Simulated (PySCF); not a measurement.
Level of theory: PySCF with PBE-D3(BJ)/def2-TZVP // B3LYP-D3(BJ)/def2-TZVP. Gas-phase values, no solvent. Excitations are Tamm–Dancoff values on a coarser integration grid. The basis has no diffuse functions, so Rydberg states are missing or too high.

Reference species (SMILES): `CCl` (neutral, multiplicity 1).

- S1 excitation (TDA) = 6.99 eV
- S1 oscillator strength = 0.004

Changed species: `ClC(Cl)(Cl)Cl` (4 of 4 H replaced by Cl; the reference has 1 of 4 H replaced by Cl).

Give the shifts of the S1 excitation (TDA) and S1 oscillator strength.

the S1 excitation (TDA) falls by 1.93 eV, to 5.06 eV; the S1 oscillator strength stays essentially unchanged.
